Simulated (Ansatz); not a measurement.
Ansatz (a quantum-chemistry and plane-wave program) input (BHLYP/def2-TZVPD):

Ansatz 0.2 input:
```yaml
crystal:
  periodic: [false, false, false]
  atoms:
    - {symbol: F, position_ang: [-1.07548335, -0.31432039, -0.00990984]}
    - {symbol: C, position_ang: [-0.01550143, 0.40315107, 0.03875512]}
    - {symbol: F, position_ang: [1.09632475, -0.22770926, -0.04219575]}
    - {symbol: H, position_ang: [-0.03196128, 1.15138784, 0.93877589]}
    - {symbol: H, position_ang: [-0.06260276, 1.30797255, -0.70235629]}
basis:
  gaussian:
    orbitals: def2-TZVPD
hamiltonian:
  xc: {name: BHLYP}
total_charge: 1
magnetization: {spin_polarized: true, initial_magnetization: 1}
output: {forces: true}
```

Output:

```
Functional definition: BHLYP
integrals: 0.04 GiB planned
769 factors; their error is unknown
mean field: 0.50 GiB planned
mean field evaluation 1: about -6484.9277 eV, gradient 4.6e1 eV
mean field evaluation 2: about -6483.0415 eV, gradient 5.4e1 eV
mean field evaluation 4: about -6490.5919 eV, gradient 1.2e0 eV
mean field evaluation 8: about -6490.6395 eV, gradient 2.5e-2 eV
mean field evaluation 16: about -6490.6395 eV, gradient 5.1e-6 eV
mean field -6490.63954597 eV, -238.5266038010 hartree, gradient 5.3e-6 eV, S^2 0.757294; 0 other end points of the search recorded, 0 dependent functions left out
the calculation of the forces begins
reference -6490.63966872 eV, -238.5266083119 hartree; 13, 12 occupied and 122, 123 virtual orbitals, 769 factors
Total energy: -6490.63966872 eV, -238.5266083119 hartree
Atom 0 at    -1.075483    -0.314320    -0.009910 Å, force     1.108449     0.675024     0.043710 eV/Å
Atom 1 at    -0.015501     0.403151     0.038755 Å, force     0.055043    -1.431521    -0.137613 eV/Å
Atom 2 at     1.096325    -0.227709    -0.042196 Å, force    -1.156886     0.584683     0.077386 eV/Å
Atom 3 at    -0.031961     1.151388     0.938776 Å, force    -0.005835     0.098845    -0.127340 eV/Å
Atom 4 at    -0.062603     1.307973    -0.702356 Å, force    -0.000771     0.072969     0.143857 eV/Å
Dipole moment:    -0.031217     0.811876     0.078046 e Å
```
